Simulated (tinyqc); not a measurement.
UKS/LDA (VWN5) in the sto-3g basis, for OH+, spin multiplicity 3, step by step. One step of it, computed by the program tinyqc.

Question. Iteration 2: building the Kohn-Sham matrix. J_ij = sum D_kl (ij|kl) with D = D(alpha) + D(beta); F = H + J + V_xc; E = tr D H + tr D J / 2 + E_xc + E_nn.

D(alpha) after iteration 1, order 1O 1s, 1O 2s, 1O 2px, 1O 2py, 1O 2pz, 2H 1s:
```
[[1.059265, -0.250409, 0.000000, 0.000000, 0.001431, -0.002560],
 [-0.250409, 1.058286, 0.000000, 0.000000, -0.006802, 0.005392],
 [0.000000, 0.000000, 1.000000, 0.000000, 0.000000, 0.000000],
 [0.000000, 0.000000, 0.000000, 1.000000, 0.000000, 0.000000],
 [0.001431, -0.006802, 0.000000, 0.000000, 0.983654, 0.063401],
 [-0.002560, 0.005392, 0.000000, 0.000000, 0.063401, 0.004120]]
```

D(beta) after iteration 1, order 1O 1s, 1O 2s, 1O 2px, 1O 2py, 1O 2pz, 2H 1s:
```
[[1.059220, -0.250221, 0.000000, 0.000000, 0.001923, -0.003697],
 [-0.250221, 1.057530, 0.000000, 0.000000, -0.008994, 0.009042],
 [0.000000, 0.000000, 0.000000, 0.000000, 0.000000, 0.000000],
 [0.000000, 0.000000, 0.000000, 0.000000, 0.000000, 0.000000],
 [0.001923, -0.008994, 0.000000, 0.000000, 0.978439, 0.078759],
 [-0.003697, 0.009042, 0.000000, 0.000000, 0.078759, 0.006432]]
```

core Hamiltonian H = T + V (hartree), order 1O 1s, 1O 2s, 1O 2px, 1O 2py, 1O 2pz, 2H 1s:
```
[[-31.890581, -7.416261, 0.000000, 0.000000, -0.003850, -0.189622],
 [-7.416261, -8.519116, 0.000000, 0.000000, -0.048601, -0.550442],
 [0.000000, 0.000000, -6.719849, 0.000000, 0.000000, 0.000000],
 [0.000000, 0.000000, 0.000000, -6.719849, 0.000000, 0.000000],
 [-0.003850, -0.048601, 0.000000, 0.000000, -6.738443, -0.490006],
 [-0.189622, -0.550442, 0.000000, 0.000000, -0.490006, -2.667954]]
```

Two-electron integrals (ij|kl) in chemists' order, unique and non-zero (hartree):
```
(11|11) 4.785065   (21|11) 0.741380   (21|21) 0.136873   (22|11) 1.118947
(22|21) 0.256633   (22|22) 0.817206   (31|31) 0.024477   (32|31) 0.037809
(32|32) 0.180518   (33|11) 1.115814   (33|21) 0.256684   (33|22) 0.817023
(33|33) 0.880159   (41|41) 0.024477   (42|41) 0.037809   (42|42) 0.180518
(43|43) 0.047444   (44|11) 1.115814   (44|21) 0.256684   (44|22) 0.817023
(44|33) 0.785270   (44|44) 0.880159   (51|51) 0.024477   (52|51) 0.037809
(52|52) 0.180518   (53|53) 0.047444   (54|54) 0.047444   (55|11) 1.115814
(55|21) 0.256684   (55|22) 0.817023   (55|33) 0.785270   (55|44) 0.785270
(55|55) 0.880159   (61|11) 0.018982   (61|21) 0.003479   (61|22) 0.006496
(61|33) 0.006486   (61|44) 0.006486   (61|51) 0.000156   (61|52) 0.000296
(61|55) 0.006515   (61|61) 0.000090   (62|11) 0.061239   (62|21) 0.014289
(62|22) 0.052549   (62|33) 0.051668   (62|44) 0.051668   (62|51) 0.001063
(62|52) 0.009166   (62|55) 0.054260   (62|61) 0.000371   (62|62) 0.004865
(63|31) 0.001293   (63|32) 0.008248   (63|53) 0.001823   (63|63) 0.000613
(64|41) 0.001293   (64|42) 0.008248   (64|54) 0.001823   (64|64) 0.000613
(65|11) 0.053746   (65|21) 0.012674   (65|22) 0.049729   (65|33) 0.047843
(65|44) 0.047843   (65|51) 0.001987   (65|52) 0.015314   (65|55) 0.053447
(65|61) 0.000338   (65|62) 0.005570   (65|65) 0.006886   (66|11) 0.275162
(66|21) 0.065126   (66|22) 0.274695   (66|33) 0.268833   (66|44) 0.268833
(66|51) 0.003823   (66|52) 0.047733   (66|55) 0.286360   (66|61) 0.001684
(66|62) 0.036642   (66|65) 0.048758   (66|66) 0.774606
```

nuclear repulsion = 2.20261066 hartree

V_xc(alpha) (hartree), order 1O 1s, 1O 2s, 1O 2px, 1O 2py, 1O 2pz, 2H 1s:
```
[[-2.837523, -0.420458, 0.000000, 0.000000, 0.000013, -0.010838],
 [-0.420458, -0.824969, 0.000000, 0.000000, -0.000345, -0.043490],
 [0.000000, 0.000000, -0.821704, 0.000000, 0.000000, 0.000000],
 [0.000000, 0.000000, 0.000000, -0.821704, 0.000000, 0.000000],
 [0.000013, -0.000345, 0.000000, 0.000000, -0.832171, -0.037291],
 [-0.010838, -0.043490, 0.000000, 0.000000, -0.037291, -0.128668]]
```

V_xc(beta) (hartree), order 1O 1s, 1O 2s, 1O 2px, 1O 2py, 1O 2pz, 2H 1s:
```
[[-2.800608, -0.395760, 0.000000, 0.000000, 0.000055, -0.010237],
 [-0.395760, -0.697267, 0.000000, 0.000000, -0.000195, -0.038606],
 [0.000000, 0.000000, -0.665461, 0.000000, 0.000000, 0.000000],
 [0.000000, 0.000000, 0.000000, -0.665461, 0.000000, 0.000000],
 [0.000055, -0.000195, 0.000000, 0.000000, -0.759357, -0.035273],
 [-0.010237, -0.038606, 0.000000, 0.000000, -0.035273, -0.133112]]
```

E_xc = sum of w rho eps_xc = -7.88150305 hartree

Give: Coulomb J; F(alpha); F(beta); total energy of this density.

Answer.

Coulomb J (hartree), order 1O 1s, 1O 2s, 1O 2px, 1O 2py, 1O 2pz, 2H 1s:
```
[[16.2029, 2.9982, 0.0000, 0.0000, -0.0004, 0.0763],
 [2.9982, 7.0982, 0.0000, 0.0000, -0.0003, 0.4382],
 [0.0000, 0.0000, 7.0595, 0.0000, 0.0000, 0.0000],
 [0.0000, 0.0000, 0.0000, 7.0595, 0.0000, 0.0000],
 [-0.0004, -0.0003, 0.0000, 0.0000, 7.1527, 0.4091],
 [0.0763, 0.4382, 0.0000, 0.0000, 0.4091, 2.2200]]
```

F(alpha) (hartree), order 1O 1s, 1O 2s, 1O 2px, 1O 2py, 1O 2pz, 2H 1s:
```
[[-18.5252, -4.8385, 0.0000, 0.0000, -0.0042, -0.1241],
 [-4.8385, -2.2459, 0.0000, 0.0000, -0.0493, -0.1557],
 [0.0000, 0.0000, -0.4820, 0.0000, 0.0000, 0.0000],
 [0.0000, 0.0000, 0.0000, -0.4820, 0.0000, 0.0000],
 [-0.0042, -0.0493, 0.0000, 0.0000, -0.4179, -0.1182],
 [-0.1241, -0.1557, 0.0000, 0.0000, -0.1182, -0.5766]]
```

F(beta) (hartree), order 1O 1s, 1O 2s, 1O 2px, 1O 2py, 1O 2pz, 2H 1s:
```
[[-18.4883, -4.8138, 0.0000, 0.0000, -0.0042, -0.1235],
 [-4.8138, -2.1182, 0.0000, 0.0000, -0.0491, -0.1508],
 [0.0000, 0.0000, -0.3258, 0.0000, 0.0000, 0.0000],
 [0.0000, 0.0000, 0.0000, -0.3258, 0.0000, 0.0000],
 [-0.0042, -0.0491, 0.0000, 0.0000, -0.3451, -0.1162],
 [-0.1235, -0.1508, 0.0000, 0.0000, -0.1162, -0.5810]]
```

total energy of this density = -73.355081 hartree
